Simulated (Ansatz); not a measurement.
# Which is lower?

Two isomers of CH$_{7}$SSi (charge +1), singlet, relaxed at PBE0-D4/def2-TZVP (vibrations not checked).

A:

C1  (-0.957, 0.814, -0.877)
Si2  (-0.262, -0.693, -0.084)
S3  (1.162, 0.122, 1.550)
H4  (-1.682, 0.487, -1.631)
H5  (-0.192, 1.401, -1.388)
H6  (-1.485, 1.444, -0.158)
H7  (0.648, -1.531, -0.889)
H8  (-1.148, -1.463, 0.810)
H9  (1.719, -1.055, 1.909)
H10  (2.197, 0.474, 0.757)
(Å)

B:

```tsv
atom	x (Å)	y (Å)	z (Å)
C1	-1.1496	0.8457	-0.6402
S2	0.4117	0.0139	-1.0253
Si3	0.9095	-1.0957	0.8784
H4	-1.9152	0.0701	-0.6379
H5	-1.3447	1.5480	-1.4495
H6	-1.1000	1.3508	0.3216
H7	1.2661	1.0450	-0.8561
H8	-0.1250	-2.1456	0.8598
H9	0.7612	-0.0869	1.9443
H10	2.2861	-1.5452	0.6049
```

Computed with Ansatz 0.2.0 (basis: def2-TZVPP); correlated methods freeze the cores. B3LYP uses VWN-RPA correlation.

Problem. Which structure is lower at CCSD(T), and by how much? (Judge from chemistry; the value comes from the calculation.)

Solution. The calculation gives: A, by 8.04 kcal/mol (electronic energy, against the other). By their contacts, A is CH₇SSi ([CH3][SiH2][SH2]), total charge +1 and B is CH₇SSi ([CH3][SH][SiH3]), total charge +1.

All methods give the same order:

```csv
method,E(B) − E(A) (kcal/mol)
PBE-D4,8.03
r2SCAN-D4,8.40
PBE0-D4,8.01
B3LYP-D4,7.61
wB97M-V,8.52
HF,6.22
MP2,8.34
CCSD,8.05
CCSD(T),8.04
```

The T1 diagnostic stays at or below 0.011.

Labels in which every atom is bracketed show which atoms are joined, not bond orders.
